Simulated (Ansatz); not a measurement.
# C₂H₄O₂S: how energies converge with the basis set

How large a basis does C₂H₄O₂S need? Two functionals are run in growing sets.

Program: Ansatz 0.2.0, Gaussian basis. Level of theory: one geometry, several basis sets. These are calculated values, not measurements.

Plan: PBE0-D4/def2-SVP; ωB97M-V/def2-SVP; PBE0-D4/def2-QZVPP; ωB97M-V/def2-QZVPP; the functionals' def2-TZVPP values are taken from earlier runs.

**1. Structure used throughout**

All runs share one geometry, relaxed beforehand with PBE0-D4 in a triple-zeta def2 set.

SMILES `O=CC(O)S`, 9 atoms, charge 0, spin multiplicity 1.

Atoms are counted from 1 here; the program's logs count them from 0.

Bond lengths: O1–C2 1.203 Å, C2–C3 1.506 Å, C2–H6 1.103 Å, C3–O4 1.372 Å, C3–S5 1.839 Å, C3–H7 1.095 Å, O4–H8 0.971 Å, S5–H9 1.344 Å. Angles: O1–C2–C3 120.7°, O1–C2–H6 122.7°, C3–C2–H6 116.6°, C2–C3–O4 111.7°, C2–C3–S5 104.2°, C2–C3–H7 110.7°, O4–C3–S5 115.8°, O4–C3–H7 111.0°, S5–C3–H7 102.9°, C3–O4–H8 105.9°, C3–S5–H9 95.7°.

**2. PBE0-D4 in def2-SVP**

in.yaml reads:

```yaml
crystal:
  periodic: [false, false, false]
  atoms:
    - {symbol: O, position_ang: [-1.465657, -0.422816, 0.974882]}
    - {symbol: C, position_ang: [-0.492559, 0.278352, 0.880052]}
    - {symbol: C, position_ang: [0.654900, -0.116688, -0.012300]}
    - {symbol: O, position_ang: [0.566329, -1.428562, -0.402841]}
    - {symbol: S, position_ang: [0.619192, 1.124761, -1.368420]}
    - {symbol: H, position_ang: [-0.408528, 1.252940, 1.390742]}
    - {symbol: H, position_ang: [1.613283, 0.083501, 0.478175]}
    - {symbol: H, position_ang: [-0.347899, -1.699726, -0.219913]}
    - {symbol: H, position_ang: [-0.650562, 0.881939, -1.737376]}
basis:
  gaussian: {orbitals: def2-SVP}
hamiltonian: {xc: pbe0, dispersion: d4}
output: {orbitals: {seedname: orbitals}}
```

Launch:

```
> ansatz run in.yaml --threads 2 --pin off --events-out ev --progress --plain --max-ram 4352MiB
```

The runs that follow: ωB97M-V in def2-SVP; PBE0-D4 in def2-QZVPP; ωB97M-V in def2-QZVPP.

Before running them: what should the planned runs give, taken together? Wanted: PBE0-D4: double and triple zeta above quadruple; ωB97M-V: double and triple zeta above quadruple.

**Answer**, as computed:

| quantity | value |
| --- | --- |
| PBE0-D4: double and triple zeta above quadruple | 11.76, 0.67 eV |
| ωB97M-V: double and triple zeta above quadruple | 11.93, 0.65 eV |

In words: PBE0-D4 gains 11.09 eV from double to triple zeta, then 0.67 eV more. These are total energies; as a rule much of such shifts cancels in differences, which this series doesn't test.
